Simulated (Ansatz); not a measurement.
# SiNH4 (SMILES N[SiH2]): methods side by side

SiNH4: 6 atoms, total charge 0, spin state doublet. SMILES: `N[SiH2]`. The coordinates come from a PBE0-D4/def2-TZVP relaxation. This is one conformer, not always the lowest.

```xyz
6

N    -0.0623   -0.8635    0.0209
Si    0.3074    0.8153    0.1616
H     0.5650   -1.4759   -0.4764
H    -0.5036   -1.3465    0.7876
H     0.6574    1.3078   -1.2041
H    -0.9216    1.4989    0.6643
```

Quantity: the energy change with the N1–Si2 bond stretched from 1.725 to 2.587 Å, in eV. The values are calculated.

```tsv
level	kind	program	value (eV)	less FCI/STO-3G	CPU time (all runs)
UHF/STO-3G	Hartree–Fock	Ansatz	3.22	-0.15	0.25 s
UBLYP/STO-3G	GGA	Ansatz	3.11	-0.26	3.5 s
U-r2SCAN/STO-3G	meta-GGA	Ansatz	3.50	+0.13	8.1 s
UB3LYP/STO-3G	global hybrid	Ansatz	3.44	+0.07	3.3 s
U-wB97M-V/STO-3G	range-separated hybrid	Ansatz	3.76	+0.39	42 s
UB2PLYP/STO-3G	double hybrid	Ansatz	3.62	+0.25	5.1 s
UMP2/STO-3G	perturbation theory	Ansatz	3.64	+0.27	0.3 s
UCCSD/STO-3G	coupled cluster or CI	Ansatz	3.38	+0.01	0.5 s
FCI/STO-3G	exact in the basis	Ansatz	3.37	0.00	12 s
```

FCI/STO-3G is exact within its basis and frozen core, so for wave-function methods in that basis the difference is their error; functionals converge differently with the basis, so for them it is only a difference. The first shape isn't each level's own minimum. The values span 3.11 to 3.76 eV. Spin contamination of the reference (⟨S²⟩ at least 0.1 too high) touches UHF/STO-3G, UB2PLYP/STO-3G, UMP2/STO-3G, UCCSD/STO-3G. All rows use very small basis sets, so none should be taken for the real molecule's value. Times are those of the runs behind each value, whatever else they computed, on shared processors of several kinds: orders of magnitude only.
